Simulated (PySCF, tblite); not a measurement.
# C₅H₈F radical: geometry, infrared bands and EPR parameters

What infrared bands and EPR parameters should C₅H₈F radical (`C[C@@H]1CC[C]1F`) show?

Programs: tblite 0.8.0 and PySCF 2.14.0, with density-fitted response routines of our own. Each step states its level of theory. These are calculated values for one molecule in the gas phase, unless marked as measured. Atoms are numbered from 0 throughout.

**1. The molecule as given**

14 atoms, charge 0, multiplicity 2; geometry from: force field or distance geometry start.

Bonds of the start (Å): C0–C1 1.53, C1–C2 1.52, C2–C3 1.53, C3–C4 1.48, C4–F5 1.35, C4–C1 1.49, C0–H6 1.09, C0–H7 1.10, C0–H8 1.09, C1–H9 1.09, C2–H10 1.10, C2–H11 1.09, C3–H12 1.09, C3–H13 1.09.

**2. Geometry optimisation with GFN2-xTB**

The job: settings as JSON, then the geometry in Å.

```
{"job": {"kind": "relax", "xc": "GFN2-xTB", "basis": "xTB"}, "charge": 0, "multiplicity": 2}
C      1.779200    -0.198300     0.162700
C      0.351400    -0.306300    -0.378200
C     -0.462200     0.982000    -0.391500
C     -1.613100     0.196900     0.236100
C     -0.624900    -0.839200     0.609200
F     -0.942800    -2.145500     0.661600
H      2.215900    -1.183100     0.302200
H      1.815100     0.338600     1.126600
H      2.406000     0.348400    -0.544100
H      0.317200    -0.869600    -1.309100
H     -0.685400     1.384600    -1.392700
H     -0.091300     1.793700     0.237700
H     -2.379700    -0.172800    -0.441100
H     -2.086100     0.670000     1.098400
```

Command:

```console
OMP_NUM_THREADS=1 python probes_run.py task.json out
```

This one command runs all jobs of the session in turn.

**Question.** This job is followed by: GFN2-xTB harmonic vibrations, gas phase; UKS B3LYP, pcH-1 on C F H, non-relativistic, mean-field spin-orbit, GIAO. What will the session give for the following? strongest single infrared mode (GFN2-xTB); zero-point energy (GFN2-xTB); g(iso) (B3LYP); ⟨S²⟩; largest a(iso) (averaged by class); surface potential, 1st and 99th percentile.

The runs gave:

| quantity | value |
| --- | --- |
| strongest single infrared mode (GFN2-xTB) | 1320 cm⁻¹, 118 km/mol |
| zero-point energy (GFN2-xTB) | 72.7 kcal/mol |
| g(iso) (B3LYP) | 2.00357 |
| ⟨S²⟩ | 0.753 (exact 0.75) |
| largest a(iso) (averaged by class) | 13C on C4, 236.4 MHz |
| surface potential, 1st and 99th percentile | -0.98 V and 0.74 V |

What this shows: The optimisation took 48 steps and gained 0.178 eV; among the close pairs (by a distance rule), C1–C2 changed most, from 1.524 to 1.548 Å. No mode is imaginary among the 36: a minimum at this level. The strongest single mode, at 1320 cm⁻¹, is carried by C4, C1, H9. Unscaled tight-binding wavenumbers are off by several per cent, some by more. Its intensities can rank the bands wrongly. C4 carries the largest spin population, 0.87 e. The isotropic g lies 1.3 ppt above the free-electron value.
